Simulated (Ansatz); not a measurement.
The input, for Ansatz 0.2.0:

```yaml
crystal:
  periodic: [false, false, false]
  atoms:
    - {symbol: Ti, position_ang: [0.000000, -0.547463, 0.000000]}
    - {symbol: Cl, position_ang: [0.000000, 0.401765, -1.979886]}
    - {symbol: Cl, position_ang: [0.000000, 0.401765, 1.979886]}
    - {symbol: H, position_ang: [0.000000, -2.264168, 0.000000]}
basis:
  gaussian: {orbitals: def2-SVP}
magnetization: {spin_polarized: true, initial_magnetization: 1}
hamiltonian: {xc: {name: PBE0}}
output: {forces: true, orbitals: {seedname: orbitals}}
```

```sh
$ ansatz run in.yaml --threads 1 --pin off --events-out ev --progress --plain --max-ram 4096MiB --backend cpu
```

Output:

```
719 factors; integrals over basis functions are off by at most 1.6e-3 eV
mean field evaluation 1: about -48153.6122 eV, gradient 1.3e1 eV
mean field evaluation 2: about -48147.1961 eV, gradient 3.9e1 eV
mean field evaluation 4: about -48154.6664 eV, gradient 1.3e0 eV
mean field evaluation 8: about -48154.7305 eV, gradient 6.7e-2 eV
mean field evaluation 16: about -48154.7307 eV, gradient 3.1e-4 eV
mean field evaluation 32: about -48154.6832 eV, gradient 2.4e-1 eV
mean field -48154.73066448 eV, -1769.6537114709 hartree, gradient 2.8e-7 eV, S^2 0.758680; 4 other end points of the search recorded, 0 dependent functions left out
the calculation of the forces begins
reference -48154.73073447 eV, -1769.6537140428 hartree; 29, 28 occupied and 43, 44 virtual orbitals, 719 factors
Total energy: -48154.73073447 eV, -1769.6537140428 hartree
Atom 0 at     0.000000    -0.547463     0.000000 Å, force    -0.000000     0.028862    -0.000000 eV/Å
Atom 1 at     0.000000     0.401765    -1.979886 Å, force     0.000000    -0.041268     0.095641 eV/Å
Atom 2 at     0.000000     0.401765     1.979886 Å, force     0.000000    -0.041268    -0.095641 eV/Å
Atom 3 at     0.000000    -2.264168     0.000000 Å, force     0.000000     0.053675     0.000000 eV/Å
Dipole moment:    -0.000000    -0.041695     0.000000 e Å
```

Forces (eV/Å):
```
Ti   0.000  0.029  0.000
Cl   0.000 -0.041  0.096
Cl   0.000 -0.041 -0.096
H    0.000  0.054  0.000
```

Ran on 1 thread of AMD EPYC 7R13, shared host: 13 s wall, 0.24 GiB peak host memory.
